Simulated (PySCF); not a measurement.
**isobutyronitrile: calculation and literature**

Bonds (- single, = double, # triple, : aromatic): C1-C2 1.532 Å, C2-C3 1.532 Å, C2-C4 1.446 Å, C4#N5 1.143 Å. C1 carries H6, H7, H8; C2 carries H9; C3 carries H10, H11, H12.

Measured values that the calculation should reproduce: δ $^{13}$C C1/C3 19.9; C2 19.8; δ $^{1}$H H9 2.67; H6/H7/H8/H10/H11/H12 1.35 ppm (measured; solution, not stated per compound (mostly CDCl3 or CCl4); Pretsch, Buehlmann, Badertscher, Structure Determination of Organic Compounds, 4th ed. (2009)).
δ $^{15}$N N5 -129.8 ppm (measured; solution, cyclohexane, 308 K; M. Witanowski et al., Magn. Reson. Chem. 27 (1989) 380). Coupling constants: $^{1}J$(C2,H9) 135.5 Hz.

All values are calculated (PySCF 2.14.0 with density-fitted response routines): GFN2-xTB structure, shieldings: GIAO PBE0/pcSseg-1, spin–spin couplings from B3LYP/pcJ-1 (spin–dipole term only in couplings to heteroatoms). No solvent, non-relativistic Hamiltonian, single conformer, one averaged value for each set of equivalent atoms.

(1) Set the calculated values beside the experiment.

(2) How far are the unscaled $^{13}$C shifts from the references?

(3) How far are the unscaled $^{1}$H shifts from the references?

Answers

(1) 
Reference values: measured (solution, not stated per compound (mostly CDCl3 or CCl4); Pretsch, Buehlmann, Badertscher, Structure Determination of Organic Compounds, 4th ed. (2009)).
```
               atoms    quantity  reference  computed  computed, scaled
               C1/C3  δ $^{13}$C       19.9      22.9              20.1
                  C2  δ $^{13}$C       19.8      20.5              17.8
                  H9   δ $^{1}$H       2.67      2.42              2.37
H6/H7/H8/H10/H11/H12   δ $^{1}$H       1.35      1.32              1.33
```

Reference values: measured (solution, cyclohexane, 308 K; M. Witanowski et al., Magn. Reson. Chem. 27 (1989) 380).
```tsv
atoms	quantity	reference	computed	computed, scaled
N5	δ $^{15}$N vs neat liquid CH3NO2	-129.8	–	-122.0
```

Computed shifts are σ(ref) − σ with the named reference compound (TMS for H and C) calculated as an isolated molecule at the same level. The measured values may be among those fitted. Shieldings were converted by linear fits to measured shifts (mostly CDCl3, TMS scale, for H and C): $^{13}$C: δ = 179.97 − 0.974σ (rms 2.1 ppm, 958 shifts, 2.3 ppm with the 13 outliers that the fit left out); $^{1}$H: δ = 30.01 − 0.943σ (rms 0.17 ppm, 504 shifts, 0.18 ppm with the 4 outliers that the fit left out); $^{15}$N: δ = -148.07 − 0.921σ (rms 6.3 ppm, 71 shifts vs CH3NO2, solution or neat liquid). A few per cent of atoms miss by over 2 rms, more outside the fitted compound classes.

Coupling constants in Hz:
| coupling | reference | computed | source |
| --- | --- | --- | --- |
| $^{1}J$(C2,H9) | 135.5 | 140.2 | measured; liquid or solution (compiled); T. W. Keal, PhD thesis, Durham 2005 (values of Maximoff, Peralta, Barone, Scuseria 2005) |

(2) Mean signed difference +1.85 ppm, mean absolute 1.85 ppm over 2 comparisons; the largest is +3.0 ppm at C1/C3 (methyl carbon).

(3) Mean signed difference -0.14 ppm, mean absolute 0.14 ppm over 2 comparisons; the largest is -0.25 ppm at H9 (hydrogen on an sp3 CH α to a nitrile).

6 of the 16 published NMR values on file for this molecule are compared. The rest: values whose atom or origin is in doubt.

Unscaled 3J(H,H) at this level run about 10 % above measured values.
